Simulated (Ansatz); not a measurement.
Two isomers of C4H6S: A = `C=C1SC1C`, B = `CC(C)=C=S`.

Computed with Ansatz on PBE0-D4/def2-TZVP structures; ΔE is electronic, products minus reactants. CBS: MP2 limit from def2 TZ/QZ plus the TZ coupled-cluster correction, frozen cores. DFT in def2-TZVPP. B3LYP here is the variant with VWN-RPA as its local correlation; programs differ in this.

(1) Which isomer does CCSD(T)/CBS put lower? Give the gap. (An estimate is asked.)

(2) Give E(B) − E(A) in kcal/mol with PBE-D4, HF/def2-TZVPP, CCSD(T)/def2-TZVPP, B2PLYP, MP2/def2-TZVPP, CCSD/def2-TZVPP, B3LYP-D4. (Best estimate.)

Largest T1 diagnostic: 0.015.

## Answers

(1) The calculation gave: B, by 4.7 kcal/mol.

(2) The calculation gave: PBE-D4 -4.1, HF/def2-TZVPP -7.9, CCSD(T)/def2-TZVPP -5.7, B2PLYP -7.2, MP2/def2-TZVPP -4.3, CCSD/def2-TZVPP -5.5, B3LYP-D4 -7.2. None reverses the order clearly.

From PBE to PBE0 (25 % exact exchange), in def2-TZVPP and without D4, E(B) − E(A) moves by +1.3 kcal/mol. In def2-TZVPP, CCSD(T) changes the Hartree–Fock value by +2.2 kcal/mol (the triples alone add −0.2 kcal/mol) and MP2 by +3.6 kcal/mol.
